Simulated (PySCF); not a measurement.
Compound: CuS (doublet state).
Cartesian coordinates in Å at the PBE0-D3(BJ)/def2-SVP level; atoms count from 1:
```xyz
2
CuS angstrom
S      1.0464   -0.0063   -0.0050
Cu    -1.0408    0.0088   -0.0233
```

The calculation used PBE0-D3(BJ)/def2-SVP geometry optimisation, gas phase (PySCF).

Take the most abundant isotopes and a rigid rotor. 

What are the moment of inertia and the rotational constant?

I = 92.370 u·Å², B = 505379 MHz·u·Å²/I = 5471 MHz (0.1825 cm⁻¹, or 0.263 K as hB/k). For two atoms I = μr² with μ = 21.2008 u and r = 2.0873 Å.

If the electronic state has orbital angular momentum about the axis (Π, Δ; not determined here), the simple ladder of levels BJ(J+1) doesn't apply.

PBE0-D3(BJ)/def2-SVP frequencies: not computed here. ⟨S²⟩ = 0.755 (exact for a doublet: 0.75). Constants of a rigid frame at the computed geometry: no zero-point averaging, no centrifugal distortion.

***

Species: methylidyne, CH (doublet state).
SMILES: `[CH]`

Computed with PBE0-D3(BJ)/def2-SVP geometry optimisation, gas phase in PySCF 2.14.0.

Masses are those of the commonest isotopes; rigid-rotor values at the optimised geometry. 

Question: What are the moment of inertia and the rotational constant?

Answer: I = 1.196 u·Å², B = 505379 MHz·u·Å²/I = 422464 MHz (14.0919 cm⁻¹, or 20.275 K as hB/k). For two atoms I = μr² with μ = 0.9297 u and r = 1.1343 Å.

If the electronic state has orbital angular momentum about the axis (Π, Δ; not determined here), the simple ladder of levels BJ(J+1) doesn't apply.

No PBE0-D3(BJ)/def2-SVP frequencies stand behind this structure, so it isn't proved a minimum. ⟨S²⟩ = 0.753 (exact for a doublet: 0.75). Zero-point vibration and centrifugal distortion are left out.
